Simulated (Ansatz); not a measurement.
`O=C=CO`. The species carries charge 0 and has multiplicity 1.

```json
{"atom": "O1", "x (Å)": "1.7560", "y (Å)": "-1.0787", "z (Å)": "0.8882"}
{"atom": "C2", "x (Å)": "0.8056", "y (Å)": "-0.6455", "z (Å)": "0.3863"}
{"atom": "C3", "x (Å)": "-0.2819", "y (Å)": "-0.1778", "z (Å)": "-0.1924"}
{"atom": "O4", "x (Å)": "-0.8590", "y (Å)": "0.9980", "z (Å)": "0.2452"}
{"atom": "H5", "x (Å)": "-0.7703", "y (Å)": "-0.7902", "z (Å)": "-0.9418"}
{"atom": "H6", "x (Å)": "-0.6504", "y (Å)": "1.6942", "z (Å)": "-0.3854"}
```

(1) List the harmonic frequencies (cm⁻¹, unscaled) at PBE0-D4/def2-TZVP in Ansatz. (Best estimate.)

(2) Is this a minimum?

(3) Give the ideal-gas thermochemistry at 298.15 K and 1 bar (rigid rotor, harmonic oscillator; point group C1, symmetry number 1).

## Answers

(1) The calculation gave: 220, 285, 529, 588, 700, 1055, 1191, 1266, 1450, 2240, 3194, 3819.

(2) Yes, all 12 modes are real.

(3) Zero-point energy 98.9 kJ/mol; H(298) − E = 112.8 kJ/mol; entropy 277.8 J/(mol·K), of which translation 159.5, rotation 97.4, vibration 20.9; G(298) − E = 30.0 kJ/mol.
